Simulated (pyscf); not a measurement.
`[Cl][Cl]` + `[Cl][GeH]` [singlet] → `[Cl][GeH]([Cl])[Cl]`, an insertion (singlet surface; Cl–Cl broken, Cl–Ge, Cl–Ge formed). Single points on ωB97X-D3(BJ)/def2-SVP structures (PySCF, gas phase). Energies in eV from the separated reactants.

Small-basis levels: PySCF, no dispersion term, spherical d functions. AM1 to PM7: differences of heats of formation from MOPAC, which are fitted to 298 K values and so differ in kind from electronic energies by zero-point and thermal terms. GFN2-xTB: tblite. Cost: rough CPU time at the saddle relative to B3LYP/6-31G*+LANL2DZ, from one job on a shared machine.

```json
[
 {"level": "HF/6-31G*+LANL2DZ", "barrier": "1.99", "reaction energy": "-4.01", "cost": "0.2"},
 {"level": "MP2/6-31G*+LANL2DZ", "barrier": "0.41", "reaction energy": "-4.22", "cost": "0.2"},
 {"level": "B3LYP/STO-3G", "barrier": "-0.63", "reaction energy": "-5.74", "cost": "0.8"},
 {"level": "B3LYP/LANL2DZ", "barrier": "-0.18", "reaction energy": "-4.13", "cost": "0.6"},
 {"level": "M06-2X/6-31G*+LANL2DZ", "barrier": "0.62", "reaction energy": "-4.29", "cost": "2"},
 {"level": "B3LYP/6-311+G**+LANL2DZ", "barrier": "0.36", "reaction energy": "-3.77", "cost": "2"},
 {"level": "PBE/def2-SVP", "barrier": "-0.37", "reaction energy": "-4.30", "cost": "6"},
 {"level": "B3LYP/def2-SVP", "barrier": "0.14", "reaction energy": "-4.19", "cost": "2"},
 {"level": "GFN2-xTB", "barrier": "0.21", "reaction energy": "-3.04", "cost": "under 0.02"},
 {"level": "AM1", "barrier": "0.51", "reaction energy": "-4.55", "cost": "under 0.02"},
 {"level": "PM3", "barrier": "-0.36", "reaction energy": "-4.84", "cost": "under 0.02"},
 {"level": "PM7", "barrier": "0.06", "reaction energy": "-4.66", "cost": "under 0.02"},
 {"level": "ωB97M-D3(BJ)/def2-TZVP", "barrier": "0.80", "reaction energy": "-4.28", "cost": "–"}
]
```

Against the last row the barrier runs from -1.43 (B3LYP/STO-3G) to +1.19 eV (HF/6-31G*+LANL2DZ). At B3LYP/STO-3G, B3LYP/LANL2DZ, PBE/def2-SVP, PM3 this geometry lies under one side, so the entry may be no barrier of that level: it is a single point on another level's saddle. ωB97M-D3(BJ)/def2-TZVP has limits of its own. On the reactant side the descent ends in a complex, 0.29 eV under the separated species and 0.96 eV under the saddle at ωB97X-D3(BJ)/def2-TZVP. At ωB97X-D3(BJ)/def2-TZVP the barrier from the zero used here is 0.68 eV. One saddle was located; it need not be the lowest between these sides. One closed-shell reference is unstable to symmetry breaking; treat the single-reference values with care. In the def2 sets elements up to Kr have no core potential.
